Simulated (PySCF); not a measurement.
CH3CF2CN, C3H3F2N.
Atom-mapped SMILES: `[CH3:1][C:2]([F:3])([F:4])[C:5]#[N:6]` (hydrogens: H7, H8, H9 on C1)

Level: wB97X-D/pcSseg-2 in PySCF, non-relativistic, on one gas-phase PBE0-D3(BJ)/def2-TZVP geometry that isn't relaxed in the solvent. The solvent is an IEF-PCM continuum (van der Waals radii × 1.2). The model holds no explicit solvent molecules, cavitation or dispersion.

Gas phase at wB97X-D/pcSseg-2: HOMO -12.40 eV, LUMO 1.52 eV, dipole 3.31 D.

Task: What does the continuum do to the energy, the frontier levels and the dipole at wB97X-D/pcSseg-2 in chloroform?

Result: 
```tsv
solvent	ε	E(solvent) − E(gas) (kJ/mol)	polarisation term (kJ/mol)	distortion of the solute (kJ/mol)	HOMO (eV)	LUMO (eV)	dipole (D)
chloroform	4.711	-15.66	-17.62	1.96	-12.39	1.51	3.87
```

The first energy column is the sum of the next two and covers electrostatics alone.

Task: Which radius a makes the point-dipole formula ΔE = −[(ε − 1)/(2ε + 1)]·μ²/a³ give the value in chloroform, with the gas-phase dipole?

Result: μ = 1.303 au and |ΔE| = 0.00597 Eh give a = 2.47 Å; the farthest nucleus lies 2.62 Å from the centroid of the nuclei, so such a sphere wouldn't even hold the nuclei. The formula assumes a rigid point dipole at the centre of a sphere.

The run took 54 s on one thread of an Arm Neoverse N1, on a shared host, and the process peaked at 1.1 GiB of memory. This is the whole shielding run at wB97X-D/pcSseg-2 in chloroform, SCF included.

The pairwise dispersion term of wB97X-D wasn't added to the energies; at a given geometry it leaves orbitals and properties as they are.
